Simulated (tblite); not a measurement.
Compound: C₄H₁₀P (charge -1).
SMILES: `CC(C)(C)[PH-]`

Method: GFN2-xTB as coded in tblite; computed harmonic values from a numerical Hessian at the method's own geometry, unscaled. This tight-binding method is rough: wavenumbers can miss measured ones by several per cent, in bad cases by 10 to 20. Modes of hydrogen on phosphorus can be 10 to 20 % off.

Harmonic wavenumbers (cm⁻¹): 174.7, 228.4, 236.2, 238.6, 265.8, 275.8, 359.8, 392.8, 393.6, 604.0, 847.8, 870.9, 946.1, 949.2, 958.2, 1022.6, 1032.4, 1193.6, 1213.2, 1229.8, 1383.0, 1384.3, 1406.8, 1486.9, 1497.8, 1498.6, 1507.6, 1507.9, 1523.3, 2356.4, 2893.1, 2899.7, 2916.0, 2996.5, 3004.2, 3006.2, 3015.4, 3018.9, 3020.3.

A = 4578, B = 2917, C = 2889 MHz; mass 89.052 u (most abundant isotopes); point group Cs, symmetry number 1.

Question: Zero-point energy?

Answer: Half the sum of the wavenumbers: 27878 cm⁻¹ = 333.49 kJ/mol.

Question: Give the ideal-gas entropy at 273.15 K and 1 bar in the rigid-rotor, harmonic-oscillator model (classical rotation).

Answer: Translation 163.02, rotation 109.88, vibration 58.53: S = 331.4 J/(mol K).

Question: And Cp and H(273.15 K) − H(0)?

Answer: Cp = 112.82 J/(mol K), of which vibrations give 79.57 (their classical limit is 39 R = 324.3); H(273.15 K) − H(0) = 19.11 kJ/mol without the zero-point energy, 10.03 from vibrations.

Question: What must be added to the electronic energy to get the Gibbs energy at 273.15 K and 1 bar?

Answer: ZPE + [H(273.15 K) − H(0)] − T·S = 333.49 + 19.11 − 90.53 = 262.07 kJ/mol.

Question: How do the functions run with temperature in this model?

Answer: 
| T (K) | S (J/(mol K)) | Cp (J/(mol K)) | H − H(0) (kJ/mol) | G − H(0) (kJ/mol) | ln q(vib) |
| --- | --- | --- | --- | --- | --- |
| 100 | 248.3 | 57.3 | 4.00 | -20.83 | 0.24 |
| 200 | 299.7 | 92.1 | 11.61 | -48.32 | 1.48 |
| 300 | 342.4 | 120.5 | 22.24 | -80.47 | 3.06 |
| 500 | 416.9 | 174.4 | 51.89 | -156.57 | 6.42 |
| 800 | 512.5 | 232.6 | 113.58 | -296.41 | 11.44 |
| 1000 | 567.4 | 259.5 | 162.92 | -404.51 | 14.64 |

q(vib) and H(0) count from the zero-point level.

Question: Which modes carry the vibrational entropy at 273.15 K?

Answer: 174.7 cm⁻¹: 9.29; 228.4 cm⁻¹: 7.26; 236.2 cm⁻¹: 7.01; 238.6 cm⁻¹: 6.94; 265.8 cm⁻¹: 6.16; 275.8 cm⁻¹: 5.90 J/(mol K); the other 33 give 15.95 together.

Hindered rotation and anharmonicity are outside this model.

Hardware: an x86-64 server with one thread (shared host). The figure is for the frequency step alone.

The values belong to the conformer `[CH3:1][C:2]([CH3:3])([CH3:4])[PH-:5]`: H–P5–C2–C1 61°.
